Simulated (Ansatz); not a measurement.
**Be₂H (doublet): the correlation ladder, aug-cc-pVDZ**

Aim: climb from Hartree-Fock through coupled cluster and multireference methods for Be₂H (doublet) at one geometry and basis, and see what each rung misses.

The runs use Ansatz 0.2.0, Gaussian basis; aug-cc-pVDZ, core rule «outside noble gas», up to 2 orbitals frozen.

Plan: UHF; CCSD(T) on ROHF; CCSD(T) on UHF; BCCD(T) on ROHF; CISD; CCSDT(Q) on ROHF; CCSDT(Q) on UHF; CASSCF and MRCISD+Q, 5 electrons in 9 orbitals; CASSCF and NEVPT2, 5 electrons in 9 orbitals; Full CI.

28 further runs of the same task are left out: 7 for a known fault of the program, 9 that didn't finish, 12 set aside as unsound or not needed.

## (1) The geometry

The geometry is a PBE0/def2-TZVP stationary point (not a proven minimum).

3 atoms, charge 0, spin multiplicity 2.

Atoms are counted from 1 here; the program's logs count them from 0.

Bond lengths: Be1–H3 1.348 Å.

As a file:

```
Be    0.0000    0.0000    0.2666
Be    0.0000    0.0000   -1.8817
H     0.0000    0.0000    1.6151
```

## (2) UHF

Input file in.yaml:

```yaml
crystal:
  periodic: [false, false, false]
  atoms:
    - {symbol: Be, position_ang: [0.000000, 0.000000, 0.266601]}
    - {symbol: Be, position_ang: [0.000000, 0.000000, -1.881688]}
    - {symbol: H, position_ang: [0.000000, 0.000000, 1.615087]}
basis:
  gaussian: {orbitals: aug-cc-pVDZ}
magnetization: {spin_polarized: true, initial_magnetization: 1}
hamiltonian: {xc: hf}
output: {orbitals: {seedname: orbitals}}
```

Command:

```bash
ansatz run in.yaml --threads 1 --pin off --events-out ev --progress --plain --max-ram 2393MiB
```

After this run come: CCSD(T) on ROHF; CCSD(T) on UHF; BCCD(T) on ROHF; CISD; CCSDT(Q) on ROHF; CCSDT(Q) on UHF; CASSCF and MRCISD+Q, 5 electrons in 9 orbitals; CASSCF and NEVPT2, 5 electrons in 9 orbitals; Full CI.

Before running them: what should the planned runs give, taken together? Wanted: FCI below the RHF energy; RMP2 from FCI; UMP2 from FCI; RCCSD from FCI; RCCSD(T) from FCI; UCCSD(T) from FCI; RCCSDT(Q) from FCI; UCCSDT(Q) from FCI; NEVPT2 valence from FCI.

As calculated:

```
                         quantity                                                                                                value
         FCI below the RHF energy                                                                                           -2.2847 eV
                    RMP2 from FCI                                                                                         +67.8 kJ/mol
                    UMP2 from FCI                                                                                         +66.9 kJ/mol
                   RCCSD from FCI                                                                                          +6.0 kJ/mol
                RCCSD(T) from FCI                                                                                          +1.9 kJ/mol
                UCCSD(T) from FCI                                                                                          +1.8 kJ/mol
               RCCSDT(Q) from FCI                                                                                          +0.1 kJ/mol
               UCCSDT(Q) from FCI                                                                                           0.0 kJ/mol
          NEVPT2 valence from FCI                                                                                         +34.9 kJ/mol
        MRCISD+Q valence from FCI                                                                                          +0.6 kJ/mol
levels within 1 kcal/mol (43 meV)  RCCSD(T), UCCSD(T), BCCD(T), RCCSDT, UCCSDT, RCCSDT(Q), UCCSDT(Q), MRCISD valence, MRCISD+Q valence
                    T1 diagnostic                                                                                                0.027
   effectively unpaired electrons                                                                                                 1.07
```

What this shows: RCCSD(T) misses by +1.9 kJ/mol, 0.9 % of the correlation energy. One determinant dominates. Of the multireference levels listed MRCISD+Q valence comes nearest in total energy (+0.6 kJ/mol), which doesn't show that its space is the better one. These misses are within one basis, not against nature; the frozen cores of restricted and unrestricted runs differ, which can shift their rows.
